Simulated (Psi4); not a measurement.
Process, species as SMILES: P (PH3) → [PH2-] + H+
B3LYP-D3(BJ)/def2-TZVP geometries, fixed; electronic energies without zero-point terms.

Effect of the grid (radial, spherical points) at wB97X-V/cc-pV(T+d)Z with Psi4, against the last row, where the deprotonation energy is 381.78 kcal/mol.

```tsv
setting	grid points, largest species	largest shift of a total energy (mEh)	shift of the deprotonation energy (kcal/mol)
grid: 35, 110	15120	0.081	0.032
grid: 50, 194	37962	0.057	0.006
grid: 75, 302	87455	0.000	0.000
grid: 99, 590	224163	0.000	0.000
grid: 150, 974	559666	0.000	0.000
```

Within 0.02 kcal/mol in the deprotonation energy: grid: 50, 194; grid: 75, 302; grid: 99, 590. The largest shift is 0.081 mEh in a total energy and 0.032 kcal/mol in the difference.
